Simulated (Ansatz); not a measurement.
Compare A (`C=C(C)C`) with its isomer B (`C/C=C/C`).

Calculated with Ansatz (gas phase, PBE0-D4/def2-TZVP geometries, no zero-point term in ΔE). CCSD(T)/CBS adds triple-zeta CCSD(T) − MP2 to the extrapolated MP2 energy (def2 sets, frozen cores). This one scheme is used for every species. Functionals use def2-TZVPP. B3LYP here is the variant with VWN-RPA as its local correlation; programs differ in this.

A:

Z-matrix (Å, degrees):
```
C
C 1 1.496
H 1 1.095 2 110.8
H 1 1.091 2 111.9 3 -121.0
H 1 1.095 2 110.8 3 117.9
C 2 1.496 1 115.7 3 -58.8
C 2 1.329 1 122.2 3 121.2
H 6 1.095 2 110.8 1 59.4
H 6 1.095 2 110.8 1 -58.6
H 6 1.091 2 111.8 1 -179.6
H 7 1.085 2 121.4 1 180.0
H 7 1.085 2 121.4 1 -0.0
```

B:

```xyz
12

C    -0.7030    0.1140   -1.8142
C     0.0941   -0.2477   -0.6084
C    -0.0939    0.2479    0.6083
C     0.7029   -0.1141    1.8143
H    -0.0658    0.5327   -2.6001
H    -1.1925   -0.7655   -2.2448
H    -1.4745    0.8489   -1.5756
H     0.8899   -0.9779   -0.7539
H    -0.8897    0.9782    0.7538
H     1.1917    0.7655    2.2456
H     0.0657   -0.5337    2.5995
H     1.4750   -0.8484    1.5754
```

Which isomer does CCSD(T)/CBS put lower? Give the gap. (An estimate is asked.)

The calculation gave: A, by 1.2 kcal/mol.

Give E(B) − E(A) in kcal/mol with HF/def2-TZVPP, LDA (SPW92), PBE-D4, r2SCAN-D4, ωB97M-V, MP2/def2-TZVPP, B3LYP-D4. (Estimate.)

Computed: HF/def2-TZVPP 0.5, LDA (SPW92) 1.0, PBE-D4 0.7, r2SCAN-D4 1.1, ωB97M-V 1.1, MP2/def2-TZVPP 1.4, B3LYP-D4 0.9. None reverses the order clearly.

Does the order hold for the free energy at 298.15 K (harmonic terms from PBE0-D4)? (Estimate.)

Computed: Yes: G(B) − G(A) = +1.2 kcal/mol.

Largest T1 diagnostic: 0.010.

Leaving LDA and LC-ωPBE aside and taking each functional with its dispersion term where it has one, the values spread over 0.4 kcal/mol, from PBE-D4 to ωB97M-V.
